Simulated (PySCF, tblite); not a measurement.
**carbonyl sulfide cation (COS+) (doublet): geometry, infrared bands and EPR parameters**

Aim: predict the infrared bands and EPR parameters of carbonyl sulfide cation (COS+) (doublet) (`O=C=[S+]`).

The runs use tblite 0.8.0 and PySCF 2.14.0, with density-fitted response routines of our own; the level of theory stands in each step. All values are computed, except where a source is named. Atoms count from 0, in the outputs and in this text.

## (1) Starting geometry

3 atoms, charge 1, multiplicity 2; geometry from: force field or distance geometry start.

Bonds of the start (Å): O0–C1 1.16, C1–S2 1.81.

## (2) Optimising the geometry with GFN2-xTB

Job settings and geometry (Å):

```
{"job": {"kind": "relax", "xc": "GFN2-xTB", "basis": "xTB"}, "charge": 1, "multiplicity": 2}
O     -1.374700     0.141200    -0.002600
C     -0.212700     0.113900    -0.011500
S      1.598900     0.052700     0.001600
```

Run with:

```bash
OMP_NUM_THREADS=1 python probes_run.py task.json out
```

This one command runs all jobs of the session in turn.

**Question.** This job is followed by: GFN2-xTB harmonic vibrations, gas phase; PBE0-D3(BJ)/def2-SVP geometry optimisation, gas phase; UKS B3LYP, IGLO-III on C O S, non-relativistic, mean-field spin-orbit, GIAO. Predict these results of the whole session: strongest single infrared mode (GFN2-xTB); zero-point energy (GFN2-xTB); point group; rotational constants (main isotopes); g(iso) (B3LYP); ⟨S²⟩; largest a(iso); property runs in this session.

**Answer**, as computed:

```
                                 quantity                                            value
strongest single infrared mode (GFN2-xTB)                            2162 cm⁻¹, 687 km/mol
             zero-point energy (GFN2-xTB)                                     5.4 kcal/mol
                              point group                                            Cinfv
     rotational constants (main isotopes)                                   5.86, 5.86 GHz
                           g(iso) (B3LYP)                                          2.20726
                                     ⟨S²⟩                               0.758 (exact 0.75)
                           largest a(iso)                             13C on C1, -38.6 MHz
            property runs in this session  1, of which 0 failed and 1 gave unsound results
```

In words: The optimisation took 9 steps and gained 0.639 eV; among the close pairs (by a distance rule), C1–S2 changed most, from 1.813 to 1.602 Å (GFN2-xTB). All 4 modes are real, so the xTB geometry is a minimum. The strongest single mode, at 2162 cm⁻¹, moves mainly C1 and O0. Unscaled tight-binding wavenumbers are off by several per cent, some by more. Its intensities can rank the bands wrongly. Over 4 steps the energy fell by 0.092 eV; of the close pairs, C1–S2 changed most, 1.587 to 1.633 Å (PBE0/def2-SVP). Most of the unpaired spin sits on S2 (0.88 e). The isotropic g lies 204.9 ppt above the free-electron value. These values are not to be trusted: the run shows a large g shift, which the driver flags as unsure.
